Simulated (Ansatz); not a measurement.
```xyz
8

C     0.213   -0.244   -0.843
S    -0.210    0.241    0.833
O     0.881   -0.281    1.648
O    -0.271    1.697    0.785
O    -1.497   -0.399    1.082
H    -0.569    0.110   -1.516
H     1.170    0.208   -1.105
H     0.284   -1.331   -0.884
```

Total charge -1; spin multiplicity 1.

Question: List the PBE0/def2-TZVPPD orbital energies in eV (Ansatz). (Best estimate.)

Answer: The calculation gave: Occupied: -2421.83, -516.51, -516.51, -516.51, -274.07, -216.23, -160.09, -160.07, -160.07, -25.80, -22.05, -22.04, -16.17, -10.88, -8.43, -8.10, -8.10, -6.96, -6.96, -4.47, -4.47, -3.32, -3.32, -3.24, -2.14. Lowest empty: 3.72, 4.29, 4.29, 4.43, 5.31, 5.74, 5.74, 6.24.
